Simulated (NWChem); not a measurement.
System: nitrogen (N₂); SMILES N#N

```xyz
2

N      0.0000     0.0000     0.5447
N      0.0000     0.0000    -0.5447
```
Atoms are numbered in this order, from 1.

Results from NWChem. Medium grid unless said otherwise, to which SCAN and Minnesota functionals are sensitive. Geometry: optimised at PBE0-D3(BJ)/def2-TZVP. Total energies of different functionals are on different scales.

```
level                                             energy (Ha)  highest occupied level (eV)  orbital gap (eV)
------------------------------------------------  -----------  ---------------------------  ----------------
B3LYP/def2-SVP                                      -109.4389                       -11.72             11.19
PBE/def2-SVP                                        -109.3198                        -9.98              8.44
HCTH/407/def2-SVP                                   -109.4127                       -10.20              8.48
LC-BLYP (range parameter 0.33 per bohr)/def2-SVP    -109.2072                       -14.40             16.60
M05-2X/def2-SVP                                     -109.4243                       -14.01             15.25
B97-2/def2-SVP                                      -109.4004                       -11.73             11.35
KT2/def2-SVP                                        -111.1763                       -10.18              8.79
RPBE/def2-SVP                                       -109.4489                        -9.93              8.48
B3PW91/def2-SVP                                     -109.3923                       -11.74             11.16
```
